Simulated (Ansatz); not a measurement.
Consider the atomization: `F/C=C\C=C/F` → 4 C• + 2 F• + 4 H•.

Computed with Ansatz on PBE0-D4/def2-TZVP structures; ΔE is electronic, products minus reactants. CBS: MP2 limit from def2 TZ/QZ plus the TZ coupled-cluster correction, frozen cores. This one scheme is used for every species, atoms too. DFT in def2-TZVPP. Open shells (•) are unrestricted, without spin–orbit coupling. Spin–orbit coupling would lower the free atoms: a little for C, F. One conformer a species, not always the lowest.

```json
{"level": "B2PLYP", "ΔE (kJ/mol)": "4278.2"}
{"level": "MP2/CBS(def2)", "ΔE (kJ/mol)": "4423.6"}
```

Problem. What does CCSD(T)/CBS give? (Estimate.)

Solution. Computed: +4299.4 kJ/mol. The listed levels differ from it by -21.2, 124.2 kJ/mol.

Largest T1 diagnostic among the species: 0.013.

In def2-TZVPP, CCSD(T) changes the Hartree–Fock value by +1095.9 kJ/mol (the triples alone add +83.5 kJ/mol) and MP2 by +1220.1 kJ/mol; breaking electron pairs costs correlation energy, which Hartree–Fock lacks. From PBE to PBE0 (25 % exact exchange), in def2-TZVPP and without D4, ΔE moves by −127.2 kJ/mol: exact exchange takes away binding that semilocal exchange gives to molecules.

For atomizations the MP2-based limit and the directly extrapolated one differ by several kJ/mol either way, and by 10 to 25 for some Ge, Se and Sn compounds, so smaller differences from it don't rank the levels.
